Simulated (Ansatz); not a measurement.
B20 (FeSi-type) FeSi was calculated with PBE-D4 in Ansatz (PAW).

Run with plane-wave cutoff 520 eV, 8×8×8 k mesh, Fermi–Dirac smearing 0.01 eV, no spin polarisation, scalar-relativistic PAW data made under PBE.

Response to compression and expansion:

Shape and atoms are relaxed at each volume.

| V (Å³/atom) | P (GPa) | direct gap at Γ (eV) | smallest gap on the k mesh (eV) |
|---|---|---|---|
| 10.258 | 10.67 | 0.801 | 0.162 |
| 10.472 | 5.03 | 0.774 | 0.164 |
| 10.686 | -0.01 | 0.749 | 0.166 |
| 10.899 | -4.50 | 0.725 | 0.168 |
| 11.113 | -8.50 | 0.703 | 0.170 |

The fundamental gap (0.17 eV at the equilibrium volume, with added k points) lies elsewhere than Γ–Γ.

Measured, for comparison: band gap 0.05 eV (temperature not stated, not corrected to a static lattice, indirect, transport; lower end of the printed range; as tabulated in Tomczak (2018), arXiv:1802.07220).

Note: the bulk modulus comes from volumes at which shape and atoms were relaxed.

Ansatz is a program for electronic structure.
